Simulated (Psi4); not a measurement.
**C3H6 (propene) at B3LYP/6-31G(d) (density fitting, Cartesian functions, sweep point 1)**

Wanted: energy and gradient of C3H6 (propene). 

The results are computed with Psi4 1.11.

4 further runs of the same task are left out: 1 that didn't finish, 3 set aside as unsound or not needed.

## (1) The structure to begin with

The species is C3H6 (9 atoms), meant as a singlet with charge 0. As SMILES, `C=CC`. Geometry: relaxed at PBE0-D4/def2-TZVP.

Bond lengths: C1–C2 1.325 Å, C2–C3 1.490 Å, C1–H4 1.086 Å, C1–H5 1.084 Å, C2–H6 1.088 Å, C3–H7 1.095 Å, C3–H8 1.095 Å, C3–H9 1.092 Å. Some angles: C1–C2–C3 125.1°, C1–C2–H6 118.7°, C3–C2–H6 116.2°, C2–C1–H4 121.4°, C2–C1–H5 121.6°, C2–C3–H7 111.0°, C2–C3–H8 111.0°, C2–C3–H9 111.5°, H4–C1–H5 117.0°, H7–C3–H8 106.6°.

## (2) Energy and forces at B3LYP/6-31G(d) (density fitting, Cartesian functions, sweep point 1)

Contents of calc.dat:

```
memory 1600 MB

molecule m {
  0 1
  C     -1.129400     0.554100    -0.580200
  C      0.157600     0.266300    -0.447400
  C      0.744900    -0.543600     0.656400
  H     -1.864800     0.202700     0.137400
  H     -1.495500     1.149800    -1.408200
  H      0.857000     0.641500    -1.192300
  H      1.261600    -1.425300     0.264300
  H      1.490400     0.033400     1.212800
  H     -0.021900    -0.879100     1.357300
  symmetry c1
}

set {
  basis    6-31G*
  scf_type df
}

E, wfn = gradient('b3lyp', return_wfn=True)
print_variables()
```

The run is started by

```console
$ psi4 -i calc.dat -o calc.out -n 1
```

calc.out:

```text
[...]
  Running in c1 symmetry.
[...]
  Nuclear repulsion =   70.998120861376321
[...]
  Multiplicity = 1
[...]
  Nalpha       = 12
  Nbeta        = 12
[...]
    Number of basis functions: 57
[...]
   @DF-RKS iter   1:  -117.63188877115165   -3.14546e-01   1.24135e-02 ADIIS/DIIS
[...]
   @DF-RKS iter  10:  -117.90734108820233   -2.48264e-11   9.27446e-09 DIIS
[...]
    Orbital Energies [Eh]
    ---------------------
    Doubly Occupied:
       1A    -10.184522     2A    -10.178316     3A    -10.170801
       4A     -0.782856     5A     -0.681622     6A     -0.550091
       7A     -0.463586     8A     -0.417007     9A     -0.410110
      10A     -0.368187    11A     -0.342625    12A     -0.250296
[...]
  @DF-RKS Final Energy:  -117.90734108820233
   => Energetics <=
    Nuclear Repulsion Energy =             70.9981208613763215
    One-Electron Energy =                -297.4456563847341499
    Two-Electron Energy =                 123.5065348829134564
    DFT Exchange-Correlation Energy =     -14.9663404477579594
    Empirical Dispersion Energy =           0.0000000000000000
    VV10 Nonlocal Energy =                  0.0000000000000000
    Total Energy =                       -117.9073410882023296
[...]
 Multipole Moments:
 ------------------------------------------------------------------------------------
     Multipole            Electronic (a.u.)      Nuclear  (a.u.)        Total (a.u.)
 ------------------------------------------------------------------------------------
 L = 1.  Multiply by 2.5417464519 to convert [e a0] to [Debye]
 Dipole X            :         -0.4204755            0.5462822            0.1258067
 Dipole Y            :          0.6170158           -0.6666794           -0.0496636
 Dipole Z            :         -0.8478047            0.8939091            0.0461044
 Magnitude           :                                                    0.1428965
[...]
  -Total Gradient:
     Atom            X                  Y                   Z
    ------   -----------------  -----------------  -----------------
       1        0.006809441600    -0.001696064565     0.000959050409
       2       -0.004657528700    -0.001176520827     0.002922136064
       3       -0.002114786625     0.001769367716    -0.002301596053
       4        0.001840322319     0.000199289510    -0.000727764219
       5        0.001602275427    -0.001085179685     0.001269786647
       6       -0.001603692807    -0.000505469370     0.001188717549
       7       -0.001320004370     0.002409279617     0.000304343897
       8       -0.001807923397    -0.000877197019    -0.001833681944
       9        0.001251977469     0.000963000647    -0.001781745706
[...]
```

Run time: 14 s. Hardware: 1 thread of AMD EPYC, shared host; peak memory 0.52 GiB.

## (3) Summary of results

At B3LYP/6-31G* (density fitting, Cartesian functions, sweep point 1):

| quantity | value |
| --- | --- |
| total energy | -117.90734 Eh |
| dipole moment | 0.36 D |
| HOMO energy | -6.81 eV |
| LUMO energy | 0.83 eV |
| HOMO–LUMO gap | 7.64 eV |
| largest force on an atom | 0.364 eV/Å |

The largest force is 0.36 eV/Å: the shape isn't a stationary point for this species at this level.
